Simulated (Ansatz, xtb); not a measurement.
# Two isomers of C4H5P

Structure a is `C/C=C/C#P`, a singlet and structure b is `C=C(C)C#P`, a singlet. Both are isolated molecules in the gas phase, relaxed with B3LYP/def2-SVP.

Quicker runs give these differences E(b) − E(a): GFN2-xTB +0.17 kcal/mol; HF/STO-3G +1.01 kcal/mol (at GFN2-xTB geometries); r2SCAN-D4/def2-SVP +1.27 kcal/mol (at GFN2-xTB geometries).

**Question.** Estimate E(b) − E(a) at the level CCSD(T)/def2-SVP + ΔMP2/def2-TZVPP.

**Answer.** Too close to call at this level: CCSD(T)/def2-SVP + ΔMP2/def2-TZVPP gives E(b) − E(a) = −0.21 kcal/mol.

The same difference at several levels:

| level | geometry | E(b) − E(a) (kcal/mol) | departure from the last row (kcal/mol) | job, with rough time for the two |
| --- | --- | --- | --- | --- |
| GFN2-xTB | GFN2-xTB | +0.17 | +0.38 | optimisation, 0.14 s |
| HF/STO-3G | GFN2-xTB | +1.01 | +1.22 | single point, 0.42 s |
| r2SCAN-D4/def2-SVP | GFN2-xTB | +1.27 | +1.48 | single point, 2.5 s |
| B3LYP/def2-SVP | B3LYP/def2-SVP | +1.79 | +2.00 | optimisation, 64 s |
| HF/def2-SVP | B3LYP/def2-SVP | +1.07 | +1.27 | part of the CCSD(T) run |
| MP2/def2-SVP | B3LYP/def2-SVP | −0.12 | +0.09 | part of the CCSD(T) run |
| CCSD(T)/def2-SVP | B3LYP/def2-SVP | +0.11 | +0.32 | single point |
| CCSD(T)/def2-SVP + ΔMP2/def2-TZVPP | B3LYP/def2-SVP | −0.21 |  | single point, 38 s |

As drawn, both hold the same kinds of bond in the same numbers.

The largest departure from CCSD(T)/def2-SVP + ΔMP2/def2-TZVPP is that of B3LYP/def2-SVP, 2.00 kcal/mol. The last row adds to CCSD(T) the change of the MP2 difference between the two basis sets, here −0.32 kcal/mol.

With harmonic frequencies from B3LYP/def2-SVP (ideal gas, rigid rotor, one conformer each, 298.15 K, 1 atm): the zero-point term adds +0.07 kcal/mol; ΔH is −0.23 and ΔG −0.14 kcal/mol.

The correlated steps freeze 9 core orbitals. Run with Ansatz 0.2.0, xtb 6.7.1; the last row on 2 threads of Intel(R) Xeon(R) Processor @ 2.70GHz on a shared host.
